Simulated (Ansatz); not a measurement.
Reaction (SMILES): O=CO + H+ → [OH2+]C=O
B3LYP-D3(BJ)/def2-TZVP geometries, fixed; electronic energies without zero-point terms; positive where energy is released.
Largest species:
```xyz
6

O     -1.0512    -0.5390    -0.0452
C      0.2216     0.5857     0.0087
O      1.2564     0.1357     0.1286
H     -0.7781    -1.4708    -0.1509
H     -0.3073     1.5344    -0.0525
H     -1.8852    -0.3516    -0.5157
```
Charge +1, spin multiplicity 1.

Basis-set convergence of the proton affinity at CCSD(T) with Ansatz (a program for electronic structure). Cartesian d functions, on some or all atoms, in 6-31G*, 6-31+G*; all else is spherical. Cores are frozen. Species with rotatable bonds are taken in one conformer. The proton sits at the site shown, which need not be the one that binds it best. No added dispersion term, no relativity. Functions are those of the species that has most. Reference: Hartree-Fock in cc-pVQZ plus the correlation part extrapolated as X^-3 from cc-pVTZ and cc-pVQZ, 162.72 kcal/mol, itself unsure by roughly 0.45 kcal/mol (a third of the extrapolation step and of the last Hartree-Fock step). Deviations are taken from unrounded values.

| basis | functions | proton affinity (kcal/mol) |
|---|---|---|
| 6-31G* | 51 | 162.71 |
| 6-31+G* | 63 | 158.52 |
| cc-pVDZ | 57 | 169.46 |
| aug-cc-pVDZ | 96 | 163.74 |
| def2-SVP | 57 | 168.03 |
| def2-SVPD | 90 | 163.11 |
| pcseg-1 | 57 | 163.79 |
| aug-pcseg-1 | 96 | 162.62 |
| 6-311G** | 72 | 169.64 |
| 6-311+G** | 84 | 166.61 |
| def2-TZVP | 111 | 162.68 |
| def2-TZVPD | 144 | 162.06 |
| cc-pVTZ | 132 | 165.46 |
| aug-cc-pVTZ | 207 | 163.12 |
| pcseg-2 | 132 | 164.11 |
| aug-pcseg-2 | 207 | 163.39 |
| def2-TZVPP | 135 | 164.63 |
| def2-TZVPPD | 168 | 163.74 |
| def2-QZVPP | 261 | 163.47 |
| def2-QZVPPD | 294 | 163.24 |

What the diffuse functions change, pair by pair:
- 6-31G* to 6-31+G*: 12 more functions, deviation -0.02 to -4.21 kcal/mol
- cc-pVDZ to aug-cc-pVDZ: 39 more functions, deviation 6.73 to 1.02 kcal/mol
- def2-SVP to def2-SVPD: 33 more functions, deviation 5.31 to 0.39 kcal/mol
- pcseg-1 to aug-pcseg-1: 39 more functions, deviation 1.07 to -0.10 kcal/mol
- 6-311G** to 6-311+G**: 12 more functions, deviation 6.91 to 3.89 kcal/mol
- def2-TZVP to def2-TZVPD: 33 more functions, deviation -0.04 to -0.67 kcal/mol
- cc-pVTZ to aug-cc-pVTZ: 75 more functions, deviation 2.74 to 0.39 kcal/mol
- pcseg-2 to aug-pcseg-2: 75 more functions, deviation 1.39 to 0.67 kcal/mol
- def2-TZVPP to def2-TZVPPD: 33 more functions, deviation 1.91 to 1.01 kcal/mol
- def2-QZVPP to def2-QZVPPD: 33 more functions, deviation 0.75 to 0.51 kcal/mol

They bring the value nearer the reference by more than 0.45 kcal/mol in 7 of 10 pairs.
